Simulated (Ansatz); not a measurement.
Reaction (isomerisation): `C/C=C(\O)F` → `FC1CCO1`

Calculated with Ansatz (gas phase, PBE0-D4/def2-TZVP geometries, no zero-point term in ΔE). CCSD(T)/CBS is the MP2 limit (def2-TZVPP, def2-QZVPP) plus CCSD(T) − MP2 in def2-TZVPP, frozen cores. Each species was taken in one conformer, which may not be the lowest.

`C/C=C(\O)F`:

Z-matrix (Å, degrees):
```
C
C 1 1.490
H 1 1.094 2 111.4
H 1 1.094 2 111.1 3 119.2
H 1 1.090 2 111.3 3 -120.4
C 2 1.321 1 123.8 3 116.4
H 2 1.083 1 119.9 3 -62.7
F 6 1.341 2 121.9 1 178.8
O 6 1.339 2 126.5 1 -2.6
H 9 0.963 6 108.7 2 163.0
```

`FC1CCO1`:

Z-matrix (Å, degrees):
```
C
C 1 1.523
F 1 1.371 2 113.3
O 1 1.398 2 92.8 3 114.6
H 1 1.094 2 119.9 3 -127.0
C 2 1.530 1 84.1 3 -111.8
H 2 1.088 1 113.6 3 4.5
H 2 1.089 1 114.9 3 132.7
H 6 1.093 2 116.2 1 112.0
H 6 1.092 2 116.0 1 -116.8
```

| species | CCSD(T)/CBS(def2) energy (Eh) |
| --- | --- |
| `C/C=C(\O)F` | -292.10551 |
| `FC1CCO1` | -292.09042 |

(1) Work out ΔE.

Largest T1 diagnostic among the species: 0.012.

Answers

(1) ΔE = (-292.09042) − (-292.10551) = 0.01509 Eh = +9.5 kcal/mol.

From BLYP to BHLYP (50 % exact exchange), in def2-TZVPP and without D4, ΔE moves by −3.2 kcal/mol. In def2-TZVPP, CCSD(T) changes the Hartree–Fock value by −1.1 kcal/mol (the triples alone add +0.3 kcal/mol) and MP2 by −0.7 kcal/mol. Leaving LDA and LC-ωPBE aside and taking each functional with its dispersion term where it has one, the values, not all of them listed here, spread over 6.9 kcal/mol, from ωB97X-V to BLYP-D4. LDA lies −0.9 kcal/mol from PBE without D4.
